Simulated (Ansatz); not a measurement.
bcc Mo, treated with LDA in Ansatz (plane waves, PAW).

A relaxed, unreconstructed slab of the (100) face has 8 atoms, two equal faces of 9.683 Å² each and an energy of -38738.4484 eV. A bulk cell of 2 atoms with the same orientation and in-plane k mesh has -9685.7208 eV. Energies are extrapolated to zero smearing.

Settings: plane-wave cutoff 500 eV, 18×18×1 k mesh (along the axes of the cell as run), Fermi–Dirac smearing 0.1 eV, scalar-relativistic PAW data made under PBE.

Worked out: γ = (E_slab − N E_bulk per atom)/2A = [-38738.4484 − 8 × (-9685.7208/2)]/(2 × 9.683) = 0.2290 eV/Å². With 16.022 J/m² per eV/Å² this is 3.67 J/m², or 2.22 eV per surface cell and face.

Ansatz is an electronic-structure program.
